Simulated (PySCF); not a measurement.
**Al₂: from the state search to spectroscopic constants**

One job finds the state of Al₂, follows it along the bond with each method and fits the curves.

Method: Al 3-21G, no relativity; program: PySCF 2.14.0.

### Step 1. The job

A driver script around PySCF takes these settings:

```
atoms                         : Al, Al
charge                        : 0
basis                         : Al 3-21G
Hamiltonian                   : no relativity
basis functions               : 26
electrons treated             : 26
masses in u                   : 26.9815, 26.9815
levels                        : PBE0, PBE, r²SCAN, B97-3, TPSSh, PW91, HF, MP2, SCS-MP2, CCSD, CCSD(T)
grid                          : 80 radial by 434 angular points
occupations                   : held fixed by the projection of orbital angular momentum
dissociation limit            : Al + Al, each in its ground configuration
starting distance in angstrom : 2.390
values of 2S to try           : 0, 2
```

Launch:

```bash
> OMP_NUM_THREADS=1 python dia.py task.json out
```

After this run come: The PBE0 curve of the state that the search chose; Higher solutions at PBE0; PBE (GGA); r²SCAN; B97-3; TPSSh (hybrid meta-GGA); PW91; UHF; Correlated methods on the Hartree–Fock reference.

Before running it: what results should come out? Wanted: for each run, Re; ωe; De.

As calculated:

Lowest PBE0 solution found, without spin–orbit coupling: ³Πu (triplet), unpaired electrons σ ↑, π ↑. State 2 has its PBE0 minimum 0.11 eV higher. State 3 has its PBE0 minimum 0.16 eV higher, as a spin-mixed determinant (⟨S²⟩ = 1.02), so this is no gap between pure states. State 4 has its PBE0 minimum 0.32 eV higher, as a spin-mixed determinant (⟨S²⟩ = 1.00), so this is no gap between pure states. The other levels ran on the lowest alone.

| level | Re (Å) | ωe (cm⁻¹) | De (eV) |
| --- | --- | --- | --- |
| UHF | 2.834 | 241.2 | 0.66 |
| UHF-MP2 | 2.812 | 245.1 | 0.96 |
| UHF-SCS-MP2 | 2.800 | 252.3 | 0.86 |
| UHF-CCSD | 2.838 | 229.2 | 1.00 |
| UHF-CCSD(T) | 2.839 | 228.6 | 1.04 |
| PBE | 2.806 | 240.2 | 1.61 |
| PW91 | 2.803 | 240.6 | 1.62 |
| r²SCAN | 2.789 | 249.5 | 1.61 |
| TPSSh | 2.795 | 245.7 | 1.42 |
| PBE0 | 2.784 | 252.0 | 1.47 |
| B97-3 | 2.788 | 249.6 | 1.38 |

De is counted to Al + Al in their ground configurations.

Differences from CCSD(T) in the same basis:

| level | Re (mÅ) | ωe (%) |
| --- | --- | --- |
| UHF | -5 | +5.5 |
| UHF-MP2 | -27 | +7.3 |
| UHF-SCS-MP2 | -39 | +10.4 |
| UHF-CCSD | -1 | +0.3 |
| PBE | -33 | +5.1 |
| PW91 | -36 | +5.3 |
| r²SCAN | -50 | +9.2 |
| TPSSh | -44 | +7.5 |
| PBE0 | -55 | +10.3 |
| B97-3 | -51 | +9.2 |

**Reading.** Against CCSD(T) in the same basis, the bond length is nearest at UHF-CCSD (-1 mÅ) and farthest at PBE0 (-55 mÅ); the wavenumber is nearest at UHF-CCSD (+0.3 %) and farthest at UHF-SCS-MP2 (+10.4 %). Hartree–Fock makes the bond too short and too stiff against this reference, as it mostly does. CCSD(T) in a basis this small is itself some way from its limit, more so than the functionals. Among the levels with a De in the table, it runs from 0.66 eV (UHF) to 1.62 eV (PW91).

Correlated steps freeze 10 core orbitals. The basis is very small, so these numbers show the basis as much as the molecule.
